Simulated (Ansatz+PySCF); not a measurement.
The numbers below are computed, except where a source is named.
Input for PySCF 2.14.0:

```python
from pyscf import gto, scf

mol = gto.M(atom="""
C 0.000000 0.000000 -0.165250
H 0.000000 0.792940 0.495760
H 0.000000 -0.792940 0.495760
""", basis='def2-svp', charge=0, spin=0)
mf = scf.RHF(mol)
mf.init_guess = 'minao'
mf.kernel()
while True:  # follow internal instabilities
    mo, _, stable, _ = mf.stability(return_status=True)
    if stable: break
    mf.kernel(mf.make_rdm1(mo, mf.mo_occ))
print(mf.converged, mf.e_tot, mf.spin_square()[0])
```

The script is written out from the run's settings.

The run gave:

- Converged: yes
- Total energy: -38.83761 hartree
- Spin squared of the determinant: 0.000

Caution: another spin multiplicity may lie lower; an unrestricted determinant lies well below.
